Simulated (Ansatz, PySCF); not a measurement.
Molecule (SMILES): FC(F)(F)F.
Geometry (B3LYP-D3(BJ)/def2-TZVP, fixed):
```xyz
5

C      0.0000     0.0000     0.0000
F      0.7629     0.7657     0.7682
F     -0.7843    -0.7493     0.7628
F     -0.7467     0.7653    -0.7843
F      0.7680    -0.7817    -0.7466
```

Near-linear dependence at HF/aug-cc-pVTZ with PySCF (spherical functions, density fitting): canonical orthogonalisation drops combinations whose overlap eigenvalue lies under the threshold. The set has 230 functions.

| threshold | orbitals kept | energy minus last row (mEh) | SCF cycles |
|---|---|---|---|
| 1e-3 | 226 | 0.515 | 9 |
| 1e-4 | 230 | 0.000 | 9 |
| 1e-5 | 230 | 0.000 | 9 |
| 1e-6 | 230 | 0.000 | 9 |
| 1e-7 | 230 | 0.000 | 9 |
| 1e-9 | 230 | 0.000 | 9 |

The smallest overlap eigenvalue is 2.2e-04. Ansatz (a quantum-chemistry and plane-wave program) at its default drops 0 functions.
